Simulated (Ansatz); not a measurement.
**hcp Ti: how far can PBE be trusted?**

Programs: Ansatz (a first-principles code).

```csv
property,PBE,LDA,PBEsol,HSE06,reference,PBE less reference
equilibrium lattice constant a (Å),2.939,2.864,2.901,2.924,2.950*,-0.37 %
c axis length (Å),4.650,4.534,4.590,4.643,4.683*,-0.70 %
bulk modulus (GPa),112,127,119,–,108,+3.7 %
cohesive energy (eV/atom),5.28,6.45,5.83,–,4.88,+0.40 eV/atom
elastic constant C11 (GPa),176,185,184,221,176,0.0 %
elastic constant C33 (GPa),189,208,198,234,191,-1.0 %
elastic constant C44 (GPa),44.3,36.5,43.0,68.5,51,-13.1 %
Voigt–Reuss–Hill bulk modulus (GPa),112,127,119,127,–,–
polycrystal shear modulus (GPa),47.4,42.5,47.2,70.3,–,–
```

PBE is well off the measurement for the cohesive energy (+0.40 eV/atom); elastic constant C44 (-13.1 %). It does well for the bulk modulus (+3.7 %), elastic constant C11 (0.0 %), elastic constant C33 (-1.0 %). In between, or not called against an uncorrected reference: lattice constant a (-0.37 %), lattice parameter c (-0.70 %). Where no measured value is used, PBE differs from HSE06 by -11.8 % in the Voigt–Reuss–Hill bulk modulus; from HSE06 by -33 % in the Voigt–Reuss–Hill shear modulus.

A star marks values at room or unstated temperature without corrections; heat and zero-point motion as a rule enlarge cells and lower moduli and gaps.

Low-temperature values still hold zero-point motion unless their source removed it.

Called good within 5.0 % for the bulk modulus, 5.0 % for the elastic constant C11, 5.0 % for the elastic constant C33.

Called well off clearly beyond 10.0 % for the bulk modulus, 0.20 eV/atom for the cohesive energy, 10.0 % for the elastic constant C11, 10.0 % for the elastic constant C33, 10.0 % for the elastic constant C44 (bounds picked here from the quality of each reference).

The references are measured values: lattice constant a room temperature, lattice parameter c room temperature, bulk modulus corrected to a static lattice, cohesive energy corrected to a static lattice, elastic constant C11 low temperature, elastic constant C33 low temperature, elastic constant C44 low temperature.

Unless a row names a cell, each level is at its own relaxed cell.

Caveats: hybrids on metals are sensitive to the k mesh (HSE06). Ansatz's density-functional and Hartree–Fock values are scalar-relativistic unless marked +SOC, with PAW data made under PBE.

References as tabulated in Ferrari et al. (2019), arXiv:1905.01197; Wikipedia's data pages; doi:10.1021/acs.jctc.3c00612; Mejia-Rodriguez and Trickey (2018), arXiv:1807.09216.
